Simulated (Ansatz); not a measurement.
A made-up structure of CH$_{4}$AlO, doublet:

```xyz
7
angstrom
C 0.3749 0.1586 0.4104
Al -1.2408 0.3553 -0.5997
O 1.3710 -1.1566 0.0039
H -1.6603 -0.5857 -1.7173
H -2.2494 1.4700 -0.3748
H 0.6614 0.8187 1.1887
H 2.1961 -1.3378 0.4502
```

It is relaxed with PBE-D4/def2-SVP and then PBE0-D4/def2-TZVP (Ansatz 0.2.0). Atoms count as bonded within 1.22 times the sum of their covalent radii (H–H: 0.88 Å). The end point is not checked to be a true minimum.

Task: Does its bonding change? (Judge from chemistry; the calculation decides.)

Result: Computed: No: no bond forms or breaks.

Where it ends: The first stage lowers the energy by 1.70 eV in 8 steps. It ends as CH₄AlO ([OH][CH][AlH2]):
| atom | x (Å) | y (Å) | z (Å) |
| --- | --- | --- | --- |
| C1 | 0.4144 | -0.0052 | 0.2981 |
| Al2 | -1.2302 | 0.2859 | -0.6518 |
| O3 | 1.2482 | -1.0339 | 0.0199 |
| H4 | -1.6767 | -0.6891 | -1.8184 |
| H5 | -2.0835 | 1.5420 | -0.1917 |
| H6 | 0.7619 | 0.6408 | 1.1088 |
| H7 | 2.0187 | -1.0179 | 0.5963 |

Labels in which every atom is bracketed show which atoms are joined, not bond orders.

For scale, one of the runs: PBE0-D4/def2-TZVP relaxation, 123 basis functions, launched by `ansatz run in.yaml --threads 2 --pin off --events-out ev --progress --plain --max-ram 4352MiB`. The run took about 15 s on 2 CPU threads of an Arm Neoverse V2 (shared host).
